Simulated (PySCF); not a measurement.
N: ionisation energy

N [He] 2s2 2p3 (4S) → N⁺ [He] 2s2 2p2 (3P), as a difference of total energies. Computed with PySCF 2.14 in aug-cc-pVTZ-DK (5s4p3d2f, 46 functions), with scalar relativity by spin-free X2C-1e. Correlated levels: valence: 1s2 frozen. The calculations carry no spin-orbit coupling.

```csv
method,ionisation energy (eV)
UHF,13.890
MP2 (valence),14.584
SCS-MP2 (valence),14.326
CCSD (valence),14.443
CCSD(T) (valence),14.468
```

A first-order spin-orbit estimate (lowest level to lowest level, LS coupling) adds -0.011 eV.

Errors of the correlated levels include the incompleteness of this basis and the frozen core.

Task: Which method comes closest to the reference value, and which is furthest?

Result: The reference is 14.534 eV (measured; NIST Atomic Spectra Database, ionization energies). Closest: MP2 (valence) (error 0.038 eV); furthest: UHF (error -0.655 eV), both after the spin-orbit estimate.
